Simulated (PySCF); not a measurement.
**How well do the runs reproduce experiment for nitrogen trifluoride?**

**What was measured.**

NIST CCCBDB Release 22 (SRD 101), experimental dipoles lists, for the gas: dipole moment (microwave Stark effect) 0.235 D.

The results are set against them at the end.

Species: nitrogen trifluoride, NF3.
SMILES with atom numbers: `[F:1][N:2]([F:3])[F:4]`

Structure used (PBE0-D3(BJ)/def2-SVP), in Å, numbered top down from 1:
```xyz
4
NF3 angstrom
F     -0.5514    1.0728   -0.1658
N      0.0076   -0.0031    0.4329
F     -0.6444   -1.0331   -0.1513
F      1.2262   -0.0619   -0.1488
```

Runs made with PySCF (gas phase, on this PBE0-D3(BJ)/def2-SVP geometry; no spin–orbit coupling):

```csv
level,job,basis functions,wall time
"PBE0-D3(BJ)/def2-SVP, grid level 1",geometry optimisation from a GFN2-xTB start shaken at random,56,4.3 s
B3LYP/pcSseg-2,shieldings,144,4.1 s
B97-D/pcSseg-2,shieldings,144,5.5 s
BLYP/pcSseg-2,shieldings,144,5.4 s
BP86/pcSseg-2,shieldings,144,5.7 s
HF/pcSseg-2,shieldings,144,1.9 s
KT2/pcSseg-2,shieldings,144,5.8 s
KT3/pcSseg-2,shieldings,144,5.7 s
LDA/pcSseg-2,shieldings,144,4.4 s
PBE/pcSseg-2,shieldings,144,5.7 s
PBE0/pcSseg-2,shieldings,144,4.0 s
mPW1PW91/pcSseg-2,shieldings,144,4.1 s
```

Hardware: one thread, Arm Neoverse V2 (aarch64), shared host.

## Comparison

**Dipole moment.** Measured: 0.235 D (NIST CCCBDB Release 22 (SRD 101), experimental dipoles).

```json
{"level": "PBE0-D3(BJ)/def2-SVP", "computed (D)": "0.057", "computed − measured (D)": "-0.178"}
{"level": "B3LYP/pcSseg-2", "computed (D)": "0.141", "computed − measured (D)": "-0.094"}
{"level": "B97-D/pcSseg-2", "computed (D)": "0.091", "computed − measured (D)": "-0.144"}
{"level": "BLYP/pcSseg-2", "computed (D)": "0.075", "computed − measured (D)": "-0.160"}
{"level": "BP86/pcSseg-2", "computed (D)": "0.063", "computed − measured (D)": "-0.172"}
{"level": "HF/pcSseg-2", "computed (D)": "0.344", "computed − measured (D)": "+0.109"}
{"level": "KT2/pcSseg-2", "computed (D)": "0.125", "computed − measured (D)": "-0.110"}
{"level": "KT3/pcSseg-2", "computed (D)": "0.122", "computed − measured (D)": "-0.113"}
{"level": "LDA/pcSseg-2", "computed (D)": "0.039", "computed − measured (D)": "-0.196"}
{"level": "PBE/pcSseg-2", "computed (D)": "0.053", "computed − measured (D)": "-0.182"}
{"level": "PBE0/pcSseg-2", "computed (D)": "0.136", "computed − measured (D)": "-0.099"}
{"level": "mPW1PW91/pcSseg-2", "computed (D)": "0.141", "computed − measured (D)": "-0.094"}
```

12 of the 13 levels run are shown, the closest and the furthest among them. The computed dipoles belong to one fixed geometry; measured ones are averaged over vibrations unless marked μe. Magnitudes are compared, not signs.

No measured geometry was used, and the causes of the misses weren't examined.
